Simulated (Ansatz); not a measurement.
Ansatz (a first-principles code) input (HF/6-31G*):

Ansatz 0.2 input:
```yaml
crystal:
  periodic: [false, false, false]
  atoms:
    - {symbol: F, position_ang: [-1.07548335, -0.31432039, -0.00990984]}
    - {symbol: C, position_ang: [-0.01550143, 0.40315107, 0.03875512]}
    - {symbol: F, position_ang: [1.09632475, -0.22770926, -0.04219575]}
    - {symbol: H, position_ang: [-0.03196128, 1.15138784, 0.93877589]}
    - {symbol: H, position_ang: [-0.06260276, 1.30797255, -0.70235629]}
basis:
  gaussian:
    orbitals: 6-31G*
hamiltonian:
  xc: {name: HF}
total_charge: 1
magnetization: {spin_polarized: true, initial_magnetization: 1}
relax: {f_tol: 0.003, max_steps: 120}
```

What final total energy does it give?

-237.44086 Eh.
